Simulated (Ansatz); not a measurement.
# SiF+ (quintet): from Hartree-Fock to the top rungs, cc-pVTZ

Aim: climb from Hartree-Fock through coupled cluster for SiF+ (quintet) at one geometry and basis, and see what each rung misses.

The runs use Ansatz 0.2.0, Gaussian basis; cc-pVTZ, core rule «outside noble gas», up to 6 orbitals frozen.

To be run: UHF; CCSD(T) on ROHF; CCSD(T) on UHF; BCCD(T) on ROHF; CISD; CCSDT(Q) on ROHF; CCSDT(Q) on UHF.

19 further runs of the same task are left out: 6 for a known fault of the program, 7 that didn't finish, 6 set aside as unsound or not needed.

### 1 The system

The geometry is a PBE0/def2-TZVP stationary point (not a proven minimum) of the parent state, kept for this charge and spin.

2 atoms, charge 1, spin multiplicity 5.

Atoms are counted from 1 here; the program's logs count them from 0.

Bond lengths: Si1–F2 1.555 Å.

As a file:

```
atom   x (Å)   y (Å)   z (Å)
 Si1  0.0000  0.0000  0.0000
  F2  0.0000  0.0000  1.5548
```

### 2 UHF

File in.yaml:

```yaml
crystal:
  periodic: [false, false, false]
  atoms:
    - {symbol: Si, position_ang: [0.000000, 0.000000, 0.000000]}
    - {symbol: F, position_ang: [0.000000, 0.000000, 1.554800]}
basis:
  gaussian: {orbitals: cc-pVTZ}
total_charge: 1
magnetization: {spin_polarized: true, initial_magnetization: 4}
hamiltonian: {xc: hf}
output: {orbitals: {seedname: orbitals}}
```

The run is started by

```console
$ ansatz run in.yaml --threads 1 --pin off --events-out ev --progress --plain --max-ram 2393MiB
```

Further steps of the session: CCSD(T) on ROHF; CCSD(T) on UHF; BCCD(T) on ROHF; CISD; CCSDT(Q) on ROHF; CCSDT(Q) on UHF.

**Question.** What will the summary of the whole plan be? Wanted: UCCSDT(Q) below the RHF energy; RMP2 from UCCSDT(Q); UMP2 from UCCSDT(Q); RCCSD from UCCSDT(Q); RCCSD(T) from UCCSDT(Q); UCCSD(T) from UCCSDT(Q); RCCSDT(Q) from UCCSDT(Q); T1 diagnostic.

The runs gave:

```
                         quantity                                                   value
   UCCSDT(Q) below the RHF energy                                              -6.7135 eV
              RMP2 from UCCSDT(Q)                                            +60.7 kJ/mol
              UMP2 from UCCSDT(Q)                                            +61.3 kJ/mol
             RCCSD from UCCSDT(Q)                                            +14.6 kJ/mol
          RCCSD(T) from UCCSDT(Q)                                             +1.8 kJ/mol
          UCCSD(T) from UCCSDT(Q)                                             +1.3 kJ/mol
         RCCSDT(Q) from UCCSDT(Q)                                             +0.5 kJ/mol
levels within 1 kcal/mol (43 meV)  RCCSD(T), UCCSD(T), BCCD(T), RCCSDT, UCCSDT, RCCSDT(Q)
                    T1 diagnostic                                                   0.012
```

What this shows: RCCSD(T) misses by +1.8 kJ/mol, 0.3 % of the correlation energy. These misses are within one basis, not against nature; the frozen cores of restricted and unrestricted runs differ, which can shift their rows.
